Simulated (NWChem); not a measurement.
## Correlation energy of P

```
P
```
Charge 0, spin multiplicity 4.

The numbers come from NWChem runs, not from measurements.

Basis set: cc-pVDZ. Each correlation energy counts from its own Hartree-Fock reference.

The correlated methods keep 5 core orbitals frozen. The stability of the SCF solutions was not checked. Open-shell Hartree-Fock references start from PBE0 orbitals. No row is a measurement; the coupled-cluster row has its own basis-set and correlation limits.

Problem. One of these methods gave a correlation energy of -63.5 mHa. Which?
A. CCSD on UHF
B. URI-MP2
C. SCS-UMP2

Solution. B, URI-MP2. The others give -61.2 (SCS-UMP2), -81.3 (CCSD on UHF).
